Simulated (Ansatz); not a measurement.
# BClH4O: the cost of one run

All numbers below are computed with Ansatz 0.2.0 (RKS r2SCAN/def2-SVP).

**1. The system as given**

Bond lengths: B1–H3 1.190 Å, B1–Cl4 1.860 Å, B1–O5 1.710 Å, O5–H6 1.010 Å. Angles: H3–B1–Cl4 120.0°, H3–B1–O5 105.6°, Cl4–B1–O5 92.7°, B1–O5–H6 109.5°.

Coordinates:

```xyz
7

B     0.0000    0.0000    0.0000
H     0.0000    0.0000    1.5400
H     1.0305    0.0000   -0.5950
Cl   -1.6108    0.0000   -0.9300
O    -0.2190   -1.6079    0.5392
H    -0.6224   -2.1606   -0.2037
H    -0.1162   -0.8534    1.5370
```

**2. Pulling towards end A**

Springs on the bonds that form and break draw the guess towards this end; the thresholds are loose.

Contents of input.yaml:

```yaml
crystal:
  periodic: [false, false, false]
  atoms:
    - { symbol: B, position_ang: [0.0, 0.0, 0.0] }
    - { symbol: H, position_ang: [0.0, 0.0, 1.54] }
    - { symbol: H, position_ang: [1.0305, 0.0, -0.595] }
    - { symbol: Cl, position_ang: [-1.6108, 0.0, -0.93] }
    - { symbol: O, position_ang: [-0.219, -1.6079, 0.5392] }
    - { symbol: H, position_ang: [-0.6224, -2.1606, -0.2037] }
    - { symbol: H, position_ang: [-0.1162, -0.8534, 1.537] }
basis:
  gaussian: { orbitals: def2-SVP }
hamiltonian:
  xc: r2scan
relax:
  f_tol: 0.15
  max_steps: 25
  restrain:
    - { distance: [0, 4], at: 2.61, k: 30.0 }
    - { distance: [6, 1], at: 1.86, k: 30.0 }
    - { distance: [0, 1], at: 1.19, k: 30.0 }
    - { distance: [6, 4], at: 1.01, k: 30.0 }
```

On the command line:

```
ansatz run input.yaml --threads 1 --pin off --max-ram 2048MiB --backend cpu --events-out ev --progress --plain --runs-dir out
```

Q: Estimate wall time and peak memory on 1 thread of Arm Neoverse N1, shared host.

About 60 s, with a peak of 0.13 GiB.
